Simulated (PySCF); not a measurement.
# Orbital picture of CN⁺

B3LYP at R = 1.340 Å; C STO-3G, N STO-3G; no relativity (PySCF 2.14). State: ³Π (triplet), unpaired electrons σ ↑, π ↑. Only the outer orbitals are listed, counted within each symmetry.

```csv
spin,orbital,occ.,ε (eV),on C (%),main shells (%)
α,3σ,1,-36.97,32,"57 N s, 22 C s, 10 N p"
α,4σ,1,-24.82,53,"49 C s, 30 N s, 18 N p"
α,1π,1,-21.43,36,"64 N p, 36 C p"
α,5σ,1,-20.89,56,"39 C p, 37 N p, 16 C s"
α,1π,1,-20.31,41,"59 N p, 41 C p"
α,2π,0,-12.60,64,"64 C p, 36 N p"
α,2π,0,-11.66,59,"59 C p, 41 N p"
α,6σ,0,-0.62,59,"47 C p, 35 N p, 12 C s"
β,3σ,1,-35.26,35,"55 N s, 23 C s, 11 C p"
β,4σ,1,-22.12,41,"42 C s, 37 N s, 22 N p"
β,1π,1,-19.59,39,"61 N p, 39 C p"
β,1π,0,-16.59,44,"56 N p, 44 C p"
β,5σ,0,-15.82,66,"39 C p, 31 N p, 27 C s"
β,2π,0,-10.74,61,"61 C p, 39 N p"
```

**Question.** Which are the highest filled and the lowest empty level, where do they sit, and how wide is the gap?

**Answer.** Highest filled β 1π at -19.59 eV (in %: 61 N p, 39 C p); lowest empty β 1π at -16.59 eV (in %: 56 N p, 44 C p); the gap at B3LYP is 3.00 eV. Both belong to one degenerate shell, split only by its one-sided filling, so this is no excitation gap.

```
bond order (Mayer)                                                                                                : 2.52
⟨S²⟩                                                                                                              : 2.003
charge on C (Mulliken, basis-dependent)                                                                           : 0.67
charge on C (Löwdin, basis-dependent)                                                                             : 0.62
dipole moment (positive dipole points towards N; it is taken about the centre of mass and depends on that origin) : -1.54 D
polarisability along the bond                                                                                     : 15.1 bohr³
polarisability across the bond                                                                                    : 6.2 bohr³
```

STO-3G is very small, so such numbers show the basis as much as the molecule. The state is the lowest determinant that a PBE0 search found; another state may lie lower at other levels.
